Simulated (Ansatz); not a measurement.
The first iterations of a band of AlClH2 + H2 (6 atoms, charge 0, multiplicity 1).

These are results of RKS PBE0-D4/6-31G* in Ansatz 0.2.0, not measurements.

```
movable images  : 5
climbing image  : yes
spring          : 5.0 eV/Å²
optimiser       : quadratic models (default)
start path      : through a guess of the saddle point
force threshold : 0.03 eV/Å
iteration limit : 60
end points      : relaxed
```

First end point:

```xyz
6
Properties=species:S:1:pos:R:3
Al 0.002 0.176 0.209
Cl -0.017 0.847 2.214
H 1.411 0.049 -0.498
H -1.398 -0.035 -0.496
H 0.078 -2.250 0.507
H 0.068 -2.052 1.229
```

Last end point:

```xyz
6
Properties=species:S:1:pos:R:3
Al 0.020 -0.443 -0.343
Cl 0.008 -0.068 2.296
H 1.380 0.337 -0.633
H -1.384 0.257 -0.633
H 0.066 -2.025 -0.101
H 0.053 -1.323 2.579
```

| iteration | highest image above the first end (eV) | largest band force component (eV/Å) |
| --- | --- | --- |
| 1 | 2.216 | 2.736 |
| 2 | 1.644 | 1.337 |
| 3 | 1.573 | 0.702 |

Problem. Does the band converge within its limit, and where does its top end?

Solution. The run converged. It ended after 9 iterations with the highest image 1.527 eV above the first end. A vibrational analysis at the climbing image gives one clearly imaginary mode, 522i cm⁻¹: a first-order saddle point. The orbitals stay closed-shell, which can raise the energy where a bond breaks towards radicals; this wasn't checked here.

Run time: 53 s on 1 thread of AMD EPYC 7R43 64-Core Processor (Zen 3) (shared host), peak memory 0.12 GiB.
